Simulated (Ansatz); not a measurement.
**fcc Be (model structure)**

These are r²SCAN+rVV10 (Ansatz, an electronic-structure program, PAW) values and carry that method's errors.

Run with plane-wave cutoff 500 eV, 38×38×38 k mesh, Fermi–Dirac smearing 0.1 eV, scalar-relativistic PAW data made under PBE.

Cell (relaxed at this level):

Be is taken in the cubic space group Fm-3m (No. 225), the fcc (Cu type) structure, Pearson symbol cF4. Lattice parameters: a = b = c = 3.159 Å, α = β = γ = 90.00°. Be on 4a is coordinated by 12 Be at 2.234 Å (cuboctahedral). (Neighbours: up to the widest gap in distance over summed covalent radii, below 1.35, at either atom.)
(The calculation used a cell of 1 atom; values per cell refer to that cell.)

- band gap: none

Note: the relaxation could raise the start's symmetry but not lower it, so the cell can be a saddle point.

Computed values are for the static lattice.

A model structure was made by putting elements into a prototype or built by hand; it is no filed structure, need not be a known phase, and can be a saddle point held by its symmetry.
